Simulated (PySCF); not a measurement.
C₄H₃FO.
SMILES: `C1C(C=C1F)=O`

Method used: PySCF, TDDFT B3LYP/def2-SVPD, vertical, gas phase, core orbitals frozen in the response. Geometry: GFN2-xTB; no solvent, vibrations or thermal averaging.

Each state is given a Gaussian of 0.25 eV full width at half maximum, with ε(max) = 2.175×10⁸ f / Δν̃ (Δν̃ the width in cm⁻¹). The width is an assumption, not a result. The curve ends short of the highest state used, and states not computed would add to its high-energy end.

(E (eV), ε (L mol⁻¹ cm⁻¹)): (3.78, 0), (3.90, 0), (4.02, 1), (4.14, 2), (4.26, 1), (4.38, 0), (4.50, 0), (4.62, 0), (4.74, 0), (4.86, 0), (4.99, 0), (5.11, 0), (5.23, 0), (5.35, 0), (5.47, 0), (5.59, 0), (5.71, 3), (5.83, 186), (5.95, 2867), (6.07, 12304), (6.19, 14735), (6.31, 4971), (6.43, 745), (6.55, 1391), (6.67, 2058), (6.79, 859), (6.91, 101), (7.03, 27), (7.15, 222), (7.27, 584)

Task: Where are the band maxima, and which computed states make them?

Result: 202 nm (6.15 eV), ε about 16000, made up of S2 (100%); 187 nm (6.65 eV), ε about 2100, made up of S4 (100%) (ε in L mol⁻¹ cm⁻¹; maxima over ε = 5, shares over 10%). At its high-energy end, 7.27 eV, the curve is still rising (ε about 580, from S5). The states used: S1 4.16 eV (f 0.0000); S2 6.15 eV (f 0.148); S3 6.32 eV (f 0.0005); S4 6.65 eV (f 0.019); S5 7.30 eV (f 0.0056); S6 7.46 eV (f 0.0003); S7 7.64 eV (f 0.010); S8 7.87 eV (f 0.018).

Task: What would ε be at 6.15 eV, the highest of these maxima, with half the width (0.125 eV)?

Result: About 31900 L mol⁻¹ cm⁻¹ against 16000, a factor of about 1.99; a lone state at its own centre would give exactly 2.

Task: On this curve, what absorbance would a 10⁻⁵ mol/L sample give at 193 nm over a 1 cm path?

Result: 193 nm is 6.424 eV, where ε is about 790 L mol⁻¹ cm⁻¹, so A = ε c l ≈ 0.0079 (Beer–Lambert, with the gas-phase spectrum and the assumed width).

Task: Does any computed singlet lie in the visible range?

Result: No computed singlet lies in the visible range (380 to 750 nm); the lowest, at 298 nm, stands 0.89 eV above its violet end (3.26 eV).
